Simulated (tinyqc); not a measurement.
Inside a calculation. Method: UHF in the sto-3g basis, for BH, spin multiplicity 3. This run ends on a higher stationary point, not on the lowest solution. One step of it, computed by the program tinyqc.

Problem. Iteration 24 (converged): orbitals. Diagonalise F' = X^T F X, C = X C', fill 4 alpha and 2 beta electrons from the bottom; D(s) = C_occ C_occ^T. Each column has its largest component positive (the first on a tie).

converged F(alpha) (hartree), lower triangle:
```
            1B 1s      1B 2s    1B 2px     1B 2py     1B 2pz      2H 1s
1B 1s   -7.356653
1B 2s   -2.170287  -1.118609
1B 2px   0.000000   0.000000  0.107528
1B 2py   0.000000   0.000000  0.212264  -0.140919
1B 2pz  -0.000896   0.076354  0.000000   0.000000  -0.098986
2H 1s   -0.105791  -0.215440  0.000000   0.000000  -0.242545  -0.044070
```

converged F(beta) (hartree), lower triangle:
```
            1B 1s      1B 2s     1B 2px    1B 2py     1B 2pz      2H 1s
1B 1s   -7.282576
1B 2s   -2.134250  -0.612674
1B 2px   0.000000   0.000000   0.372812
1B 2py   0.000000   0.000000  -0.027298  0.404764
1B 2pz   0.000092  -0.107816   0.000000  0.000000   0.322258
2H 1s   -0.100417  -0.237083   0.000000  0.000000  -0.193329  -0.204307
```

X, lower triangle:
```
            1B 1s      1B 2s    1B 2px    1B 2py     1B 2pz     2H 1s
1B 1s    1.029120
1B 2s   -0.143353   1.042558
1B 2px   0.000000   0.000000  1.000000
1B 2py   0.000000   0.000000  0.000000  1.000000
1B 2pz  -0.002679   0.016824  0.000000  0.000000   1.020477
2H 1s    0.013427  -0.097623  0.000000  0.000000  -0.119542  1.033620
```

Give: F' = X^T F X; orbital energies; coefficients C; F' = X^T F X; orbital energies; coefficients C; D(alpha) after iteration 24; D(beta) after iteration 24.

Solution.

F' = X^T F X (alpha) (hartree), lower triangle:
```
         1        2       3        4        5       6
1  -7.1760
2  -1.1163  -0.6744
3   0.0000   0.0000  0.1075
4   0.0000   0.0000  0.2123  -0.1409
5  -0.0213   0.1180  0.0000   0.0000  -0.0413
6   0.0264  -0.1632  0.0000   0.0000  -0.2543  0.0475
```

orbital energies (alpha) (hartree): MO1 -7.3623, MO2 -0.5406, MO3 -0.2626, MO4 -0.2544, MO5 0.2292, MO6 0.3131

coefficients C (alpha):
```
            MO1      MO2      MO3      MO4     MO5      MO6
1B 1s    0.9915  -0.2976   0.0000   0.0205  0.0000   0.0884
1B 2s    0.0302   0.9948   0.0000  -0.0970  0.0000  -0.3426
1B 2px   0.0000   0.0000  -0.4974   0.0000  0.8675   0.0000
1B 2py   0.0000   0.0000   0.8675   0.0000  0.4974   0.0000
1B 2pz   0.0003  -0.1327   0.0000   0.7163  0.0000  -0.7248
2H 1s   -0.0027   0.1465   0.0000   0.5616  0.0000   0.8692
```

F' = X^T F X (beta) (hartree), lower triangle:
```
         1        2        3       4        5        6
1  -7.0977
2  -1.1634  -0.1372
3   0.0000   0.0000   0.3728
4   0.0000   0.0000  -0.0273  0.4048
5   0.0046  -0.0662   0.0000  0.0000   0.3770
6   0.0342  -0.1981   0.0000  0.0000  -0.2160  -0.1249
```

orbital energies (beta) (hartree): MO1 -7.2870, MO2 -0.3240, MO3 0.1709, MO4 0.3572, MO5 0.4204, MO6 0.4574

coefficients C (beta):
```
            MO1      MO2      MO3     MO4      MO5      MO6
1B 1s    0.9927  -0.1402  -0.2728  0.0000   0.0000  -0.0153
1B 2s    0.0260   0.4408   0.9574  0.0000   0.0000   0.0753
1B 2px   0.0000   0.0000   0.0000  0.8675  -0.4974   0.0000
1B 2py   0.0000   0.0000   0.0000  0.4974   0.8675   0.0000
1B 2pz   0.0009   0.2151  -0.1285  0.0000   0.0000   0.9966
2H 1s   -0.0028   0.7624  -0.5289  0.0000   0.0000  -0.4809
```

D(alpha) after iteration 24, lower triangle:
```
          1B 1s    1B 2s   1B 2px  1B 2py  1B 2pz   2H 1s
1B 1s    1.0720
1B 2s   -0.2681   0.9999
1B 2px   0.0000   0.0000   0.2475
1B 2py   0.0000   0.0000  -0.4315  0.7525
1B 2pz   0.0545  -0.2015   0.0000  0.0000  0.5306
2H 1s   -0.0348   0.0912   0.0000  0.0000  0.3828  0.3368
```

D(beta) after iteration 24, lower triangle:
```
          1B 1s   1B 2s  1B 2px  1B 2py  1B 2pz   2H 1s
1B 1s    1.0052
1B 2s   -0.0360  0.1950
1B 2px   0.0000  0.0000  0.0000
1B 2py   0.0000  0.0000  0.0000  0.0000
1B 2pz  -0.0293  0.0948  0.0000  0.0000  0.0463
2H 1s   -0.1097  0.3360  0.0000  0.0000  0.1640  0.5813
```
